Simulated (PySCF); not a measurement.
Atoms are numbered as in `[C-:1]#[C:2][C:3]#[N:4]`.

Geometry: PBE0-D3(BJ)/def2-SVP; GIAO shifts from PySCF 2.14.0 with density-fitted response routines, gas phase, non-relativistic, averaged over equivalent atoms.

At PBE0/pcSseg-1 (68 basis functions, 4.1 s wall time on 1 thread of an Arm Neoverse N1, shared host):
```
atoms  δ (ppm)
   C1    218.3
   C3    111.2
   C2     82.8
   N4    227.1
```

Chemical shifts δ = σref − σ; 13C (σ = 184.41 ppm) against TMS; 15N (σ = 265.67 ppm) vs NH3, all at this level.

Problem. Predict the values at mPW1PW91/pcSseg-2 on the same geometry.

Solution. 
```
atoms  δ at mPW1PW91/pcSseg-2  change
   C1                   213.6    -4.7
   C3                   114.2    +3.0
   C2                    84.7    +1.9
   N4                   222.8    -4.3
```

Referencing at the same level of theory: 13C (σ = 183.53 ppm) vs TMS; 15N (σ = 260.49 ppm) vs NH3.

The largest change is at C1 (carbanion centre). Cost: 144 basis functions, 7 s wall time on 1 thread of an Arm Neoverse N1, shared host. The order of the carbon signals is the same at both levels.

Experimental scales use liquid or dissolved standards, which lie at an offset from isolated NH3 (liquid NH3: subtract about 20 ppm). Unscaled 15N shifts of sp2 nitrogen come out 20 to 40 ppm too high even then.
